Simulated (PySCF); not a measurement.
**Field gradients at the hydrogen positions**

Species: C5H6S.
Z-matrix (Å and degrees, PBE0-D3(BJ)/def2-SVP geometry), rows numbered from 1:
```
C 
C   1  1.4918
C   2  1.3726  1  128.61
C   3  1.4247  2  113.45  1   179.04
C   4  1.3682  3  112.39  2     0.06
S   5  1.7194  4  111.43  3    -0.08
H   1  1.1010  2  111.95  3   129.73
H   1  1.1022  2  111.81  3  -109.70
H   1  1.0989  2  109.82  3     9.91
H   3  1.0916  2  122.50  1    -1.10
H   4  1.0909  3  124.22  2   179.77
H   5  1.0891  4  128.34  3   179.91
```

Level: PBE0/pcSseg-1 (PySCF, non-relativistic); Q(2H) = 0.00286 b; rigid geometry, the same for H and D, with no vibrational averaging.

Tabulate Vzz, the asymmetry η and χzz = 234.96 MHz × Q × Vzz for every hydrogen position.

| atom | bonded to | bond length (Å) | Vzz (au) | η | χzz (kHz) |
| --- | --- | --- | --- | --- | --- |
| H7 | C1 | 1.101 | 0.2890 | 0.03 | 194 |
| H8 | C1 | 1.102 | 0.2877 | 0.03 | 193 |
| H9 | C1 | 1.099 | 0.2934 | 0.04 | 197 |
| H10 | C3 | 1.092 | 0.3099 | 0.08 | 208 |
| H11 | C4 | 1.091 | 0.3108 | 0.07 | 209 |
| H12 | C5 | 1.089 | 0.3145 | 0.10 | 211 |

How does χzz go with the bond length over the 6 C–H bonds?

A straight-line fit has a slope of -14.2 kHz for each 0.01 Å, with a correlation coefficient of -1.00, over lengths from 1.089 to 1.102 Å. The longer bonds have the smaller couplings here.

Give the 2H NMR doublet splittings at H10 for a magnetic field along the z, y and x axes of the gradient: 3χ/2, 3χ(1 + η)/4, 3χ(1 − η)/4.

With |χ| = 208.2 kHz and η = 0.078: 312, 168 and 144 kHz, to first order and without motion.

Geometry: PBE0-D3(BJ)/def2-SVP; no solvent, vibrations or thermal averaging. With so small a basis the couplings can be 20 % off.
